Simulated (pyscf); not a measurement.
Thermochemistry of product channels of Cl–Ga (SMILES [Cl][Ga]) [singlet] + H• (SMILES [H]) on the doublet surface, in eV, from CCSD(T)/def2-TZVPP + ΔMP2(QZVPP) energies (ideal gas, 1 atm, RRHO with modes under 100 cm⁻¹ raised to 100, one conformer, R ln 2 for chiral ones without a mode under 150 cm⁻¹). Single points on ωB97X-D3(BJ)/def2-SVP structures (PySCF, gas phase). Correlated levels are frozen-core, on RHF or UHF. ΔMP2 is the change of the MP2 total energy from the triple- to the quadruple-zeta basis.

| products | ΔE | ΔH(298 K) | ΔG(298 K) | ΔG(600 K) |
|---|---|---|---|---|
| GaH (SMILES [GaH]) [singlet] + Cl• (SMILES [Cl]) | +1.85 | +1.91 | +1.90 | +1.89 |
| [Cl–GaH]• (SMILES [Cl][GaH]) | -1.15 | -1.05 | -0.79 | -0.51 |

These are energies of the channels, which say nothing of barriers. The CCSD(T) − MP2 part came from Ansatz, without density fitting, on the same reference. The frozen core leaves the outer d or s,p core shells of the metals and heavy elements correlated in the MP2 and CC values, and def2-TZVPP describes them poorly, which can shift differences by a few kcal/mol. Left out: orbital degeneracy and the spin-orbit lowering of Cl. Elements up to Kr have no core potential and no relativistic terms here.
